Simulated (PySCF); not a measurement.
Species: 1,2,5-hexatriene, C6H8.
SMILES with atom numbers: `[CH2:1]=[C:2]=[CH:3][CH2:4][CH:5]=[CH2:6]` (hydrogens: H7, H8 on C1; H9 on C3; H10, H11 on C4; H12 on C5; H13, H14 on C6)

Computed, not measured: core-valence-separated Tamm–Dancoff BHandHLYP/aug-pcX-1 (pcseg-1 on H) in PySCF, non-relativistic, gas phase, PBE0-D3(BJ)/def2-SVP geometry. No empirical shift is added; at this level the pattern usually sits a few eV under experiment.

(1) Give energies, oscillator strengths and core holes at the C K edge.

## Answers

(1) 
```tsv
E (eV)	f	core hole on	main final orbital	polarisation
282.61	0.0559	C6	LUMO+1 (30 %)	normal to the local trigonal plane
282.70	0.0655	C5	LUMO+1 (34 %)	normal to the local trigonal plane
283.04	0.0657	C2	spread	–
283.20	0.0560	C1	spread	normal to the local trigonal plane
283.28	0.0626	C2	spread	–
283.41	0.0590	C3	spread	normal to the local trigonal plane
285.42	0.0081	C3	LUMO+1 (35 %)	in the local trigonal plane
285.44	0.0087	C1	spread	in the local trigonal plane
285.64	0.0089	C6	LUMO+2 (32 %)	in the local trigonal plane
285.70	0.0036	C4	LUMO+1 (43 %)	–
285.83	0.0047	C1	LUMO (54 %)	in the local trigonal plane
286.02	0.0119	C5	LUMO+3 (38 %)	in the local trigonal plane
286.08	0.0115	C4	LUMO (34 %)	–
286.09	0.0290	C6	LUMO+3 (41 %)	in the local trigonal plane
286.44	0.0225	C4	spread	–
286.50	0.0033	C3	LUMO (39 %)	in the local trigonal plane
286.60	0.0228	C4	spread	–
286.66	0.0000	C2	LUMO (70 %)	–
286.83	0.0026	C5	LUMO+2 (31 %)	in the local trigonal plane
286.89	0.0018	C6	LUMO (37 %)	mixed
286.92	0.0054	C4	spread	–
286.95	0.0048	C6	LUMO+5 (32 %)	normal to the local trigonal plane
287.02	0.0128	C1	spread	in the local trigonal plane
287.02	0.0115	C3	spread	mixed
287.08	0.0069	C5	spread	mixed
287.17	0.0066	C3	spread	mixed
```

The first line with a tenth or more of the strongest one's intensity is at 282.61 eV (f = 0.056), with the hole on C6 (terminal =CH2 carbon), polarised normal to the local trigonal plane: a 1s→π* resonance. The strongest listed is at 283.04 eV (f = 0.066; C2).

Roots within 0.03 eV whose holes lie on the same, on equivalent or on shared atoms are summed into one line, and the highest roots are left out, as the search may have cut off their partners. Final orbitals are the ground state's empty Kohn–Sham orbitals. A dash: too weak, shared between unlike atoms, or no plane or axis to refer to.

Question: What length of transition dipole belongs to the line at 286.60 eV?

Answer: From f = (2/3) ΔE |μ|² in atomic units, with ΔE = 10.532 Eh and f = 0.0228: |μ| = 0.057 au = 0.14 D.

Only the lowest roots of each edge were sought.

On one thread, AMD EPYC (x86_64), shared host with 64 logical CPUs at a one-minute load of 62, this took 41 s wall and 0.87 GiB of memory at its peak.

Conformer computed: `[CH2:1]=[C:2]=[CH:3][CH2:4][CH:5]=[CH2:6]`: C2–C3–C4–C5 117°, C3–C4–C5–C6 117°.

One conformer stands for the species.
